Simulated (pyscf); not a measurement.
`[F][Ge]([F])[F]` [doublet] + `[FH]` -> `[F][Ge]([F])([F])[F]` + `[H]` [doublet] (atom transfer; doublet surface; F–H broken, F–Ge formed). Optimised with ωB97X-D3(BJ)/def2-SVP in PySCF. Energies in kJ/mol from the separated reactants.

```json
[
 {"level": "ωB97X-D3(BJ)/def2-TZVP", "barrier": "124.3", "reaction energy": "+36.6"},
 {"level": "PBE/def2-TZVP", "barrier": "112.3", "reaction energy": "+60.7"},
 {"level": "r²SCAN/def2-TZVP", "barrier": "(withheld)", "reaction energy": "+46.0"},
 {"level": "PBE0-D3(BJ)/def2-TZVP", "barrier": "123.4", "reaction energy": "+47.4"},
 {"level": "ωB97M-D3(BJ)/def2-TZVP", "barrier": "(withheld)", "reaction energy": "(withheld)"},
 {"level": "HF/def2-TZVP", "barrier": "187.7", "reaction energy": "+7.0"}
]
```

Question: Fill in the missing entries.

Answer: 
- r²SCAN/def2-TZVP, barrier: 107.4
- ωB97M-D3(BJ)/def2-TZVP, barrier: 138.1
- ωB97M-D3(BJ)/def2-TZVP, reaction energy: +51.2

The functionals in the table span 30.7 kJ/mol in this barrier, from r²SCAN to ωB97M-D3(BJ). At the saddle there is also a short Ge–H contact that neither side keeps. One saddle was located; it need not be the lowest between these sides. The angle at the transferred F is 58°: a side-on saddle, likely not the lowest. Elements up to Kr have no core potential and no relativistic terms here.
